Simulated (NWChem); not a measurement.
## Lowest excitation of HBe (+1)

```xyz
2

Be     0.0000     0.0000     0.2663
H      0.0000     0.0000    -1.0654
```
Charge +1, spin multiplicity 1.

Everything below was run with NWChem. All single points use one geometry, from PBE0/def2-SVP, a minimum by its harmonic frequencies.

Basis set: def2-SVPD.

```
method    lowest vertical singlet excitation energy (eV)
--------  ----------------------------------------------
TDA-PBE0                                            5.50
TD-PBE                                              5.14
TD-B3LYP                                            5.20
CIS                                                 5.84
```

The values span 0.70 eV, from TD-PBE (lowest) to CIS (highest). 

B3LYP has NWChem's definition, with VWN1-RPA local correlation. The spin multiplicity of the parent species was assumed, not shown to be that of its ground state. The structure started from a generated list of species.
